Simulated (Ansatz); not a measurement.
C₃H₆OS (`CCSC=O`) at its PBE0-D4/def2-TZVP geometry, where that method's forces vanish. Total charge 0; spin multiplicity 1.

```xyz
11

C     1.3550    0.4175   -0.2845
C     0.4799   -0.2999    0.7229
S    -1.1114    0.5118    0.9944
C    -2.0174   -0.1252   -0.3630
O    -1.6113   -0.9005   -1.1838
H     2.3113   -0.1029   -0.3854
H     1.5565    1.4444    0.0257
H     0.8768    0.4386   -1.2642
H     0.9490   -0.3447    1.7077
H     0.2575   -1.3189    0.4021
H    -3.0461    0.2797   -0.3719
```

(1) What forces (eV/Å) does r2SCAN-D4/def2-TZVPP give on these atoms in the Gaussian-basis code of Ansatz? (Best estimate.)

## Answers

(1) The calculation gave: 
```
C1   0.076  0.079 -0.104
C2   0.099 -0.155  0.081
S3  -0.057  0.165  0.189
C4  -0.262  0.234  0.166
O5   0.193 -0.331 -0.343
H6  -0.018  0.005  0.005
H7  -0.001 -0.020 -0.008
H8   0.001  0.001  0.018
H9  -0.004 -0.001 -0.014
H10 -0.007  0.005 -0.003
H11 -0.021  0.018  0.014
```
